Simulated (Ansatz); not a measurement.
# Heat of formation of C2H4F2 (1,2-difluoroethane) from total energies

C2H4F2 has 8 atoms, charge 0, and is taken as a singlet. As SMILES, `FCCF`. The coordinates come from a PBE0-D4/def2-TZVP relaxation. This is one conformer, not always the lowest.

Total energies at HF/def2-SVPD (Ansatz 0.2.0); the atoms run unrestricted:

```
species    state  energy (Eh)
 C2H4F2  singlet  -276.728753
      F  doublet   -99.289600
      C  triplet   -37.646258
      H  doublet    -0.499278
```

Harmonic wavenumbers at PBE0-D4/def2-TZVP, in cm⁻¹: 153, 327, 500, 883, 913, 1110, 1132, 1142, 1265, 1308, 1400, 1439, 1481, 1483, 3047, 3057, 3102, 3116.

Measured heats of formation of the gaseous atoms at 298.15 K, in kJ/mol: F 79.4, C 716.9, H 218.0. Spin-orbit lowering of the atoms at 298 K (mean of the ground term's levels less their thermal mean, from spectra), in kJ/mol: F 1.29, C 0.02. Take 1 Eh = 2625.50 kJ/mol, 1 cm⁻¹ = 0.0119627 kJ/mol, RT = 2.479 kJ/mol.

**Question.** What heat of formation follows?

**Answer.** 
1. Electronic atomisation energy: 2 × (-99.289600) + 2 × (-37.646258) + 4 × (-0.499278) − (-276.728753) = 0.859925 Eh = 2257.7 kJ/mol.
2. Zero-point energy: half the sum of the wavenumbers, 13429 cm⁻¹ = 160.6 kJ/mol.
3. Thermal vibrational enthalpy, Σ hcν̃/(exp(hcν̃/kT) − 1): 3.9 kJ/mol. Translation, rotation and pV of a non-linear molecule: 4 RT = 9.9 kJ/mol.
4. The 8 free atoms carry 5/2 RT each: 49.6 kJ/mol.
5. Spin-orbit coupling lowers the free atoms by 2 × 1.29 + 2 × 0.02 = 2.6 kJ/mol.
6. Atomisation enthalpy at 298 K: 2257.7 − 2.6 − 160.6 − 3.9 − 9.9 + 49.6 = 2130.3 kJ/mol.
7. Sum of the atoms' heats of formation: 2464.6 kJ/mol. Heat of formation: 2464.6 − 2130.3 = +334.3 kJ/mol.

The tabulated value is -450.4 kJ/mol (Active Thermochemical Tables), so this level is off by +784.7 kJ/mol, or 26.9 % of the atomisation enthalpy. Hartree–Fock leaves out correlation, which is larger in the molecule than in the atoms, so it underbinds and puts the heat of formation too high. Anharmonicity and any spin-orbit splitting of the molecule are left out.
